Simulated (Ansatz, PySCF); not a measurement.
System: H$_{3}$O, net charge 1, singlet state. 
Geometry from a B3LYP-D3(BJ)/def2-TZVP (Ansatz, an electronic-structure program) optimisation:
```xyz
4

O      0.0646     0.0016     0.0270
H      0.0018     0.8028    -0.5358
H      0.0191    -0.8364    -0.4814
H     -0.5378     0.0209     0.8012
```
Charge +1, spin multiplicity 1.

Total electronic energies in hartree. Cores are frozen in the correlated levels unless marked. Spin-orbit coupling is left out. Non-relativistic. FCI takes restricted orbitals. CBS marks a two-point X^-3 extrapolation of the correlation energy; Hartree-Fock from the larger set (for Q and 5 zeta extrapolated as (X+1)exp(-9√X)).

```json
[
 {"level": "HF/cc-pV5Z", "program": "Ansatz", "energy (Eh)": "-76.34660"},
 {"level": "BP86-D4/def2-TZVPD", "program": "PySCF + dftd4", "energy (Eh)": "-76.73889"},
 {"level": "TPSS-D4/def2-TZVPD", "program": "PySCF + dftd4", "energy (Eh)": "-76.74268"},
 {"level": "PBE0-D4/def2-TZVPD", "program": "Ansatz + dftd4", "energy (Eh)": "-76.65539"},
 {"level": "M06-2X/def2-TZVPD", "program": "PySCF", "energy (Eh)": "-76.70121"},
 {"level": "MP2/def2-SVP", "program": "Ansatz", "energy (Eh)": "-76.44898"},
 {"level": "CCSD(T)/def2-SVP", "program": "Ansatz", "energy (Eh)": "-76.46330"},
 {"level": "FCI/STO-3G", "program": "Ansatz", "energy (Eh)": "-75.39219"},
 {"level": "CCSD(T)/CBS(cc-pVQZ,cc-pV5Z)", "program": "Ansatz", "energy (Eh)": "-76.6494"}
]
```

Totals of different functionals don't rank their quality; only differences between species are comparable.
